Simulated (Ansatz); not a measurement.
Ansatz (a program for electronic structure) input (CCSD(T)/6-31G):

Ansatz 0.2 input:
```yaml
crystal:
  periodic: [false, false, false]
  atoms:
    - {symbol: C, position_ang: [-0.12186025, -1.69074357, 0.02215318]}
    - {symbol: C, position_ang: [0.54218933, -0.56026688, 0.01153545]}
    - {symbol: C, position_ang: [-0.07823455, 0.72517373, -0.01044128]}
    - {symbol: H, position_ang: [0.10845327, -2.74335182, 0.03814959]}
    - {symbol: H, position_ang: [1.63433789, -0.55645278, 0.01934692]}
    - {symbol: N, position_ang: [-0.54219405, 1.77926070, -0.02814008]}
basis:
  gaussian:
    orbitals: 6-31G
magnetization: {spin_polarized: true, initial_magnetization: 1}
correlation: {method: ccsd_t, electrons: outside_noble_gas}
```

End of the output:

```
reference -4600.22051721 eV, -169.0549858659 hartree; 10, 9 occupied and 26, 27 virtual orbitals, 577 factors
second order -8.71342187 eV of doubles, -0.00000000 eV of singles
coupled cluster: 0.12 GiB planned
cycle   1  -9.94483323 eV  change   -2.2e-3 eV  update   5.0e-3
cycle   2  -9.94673069 eV  change   -1.9e-3 eV  update   3.7e-3
cycle   3  -9.94759122 eV  change   -8.6e-4 eV  update   2.0e-3
cycle   4  -9.94921798 eV  change   -1.6e-3 eV  update   9.0e-4
cycle   5  -9.95250068 eV  change   -3.3e-3 eV  update   4.2e-4
cycle   6  -9.95418553 eV  change   -1.7e-3 eV  update   1.9e-4
cycle   7  -9.95431566 eV  change   -1.3e-4 eV  update   8.0e-5
cycle   8  -9.95435611 eV  change   -4.0e-5 eV  update   3.1e-5
cycle   9  -9.95436198 eV  change   -5.9e-6 eV  update   1.1e-5
coupled cluster: 0.12 GiB planned
perturbative correction -0.34846049 eV, -0.0128056868 hartree
Total energy: -4610.52333967 eV, -169.4336076080 hartree
```

It need not be the lowest isomer of its formula.

The determinant is spin-contaminated: <S^2> is 1.24 against 0.75 for a pure state.
